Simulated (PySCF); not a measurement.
Level of theory: PBE0/[Al def2-TZVP], no relativity, density fitting, PySCF.

Each entry is the lowest minimum that a search over a few typed start shapes (and spin states, where more than one is plausible) found, or that minimum re-optimised at the stated level; isomers with ligand–ligand bonds, or fragments after loss of a ligand pair, can lie lower. Open shells are unrestricted.

Al₃ is a doublet of D3h symmetry with Al–Al 2.510 Å (×3); Al–Al–Al 60.0° (×3). Its wavenumbers are 245 (×2), 366 cm⁻¹.

What changes when one electron is removed, giving Al₃⁺?

It costs 6.41 eV between the minima (6.39 eV with zero-point energy). Al₃⁺ is a triplet of D3h symmetry with Al–Al 2.672 Å (×3); Al–Al–Al 60.0° (×3); wavenumbers 154 (×2), 274 cm⁻¹.
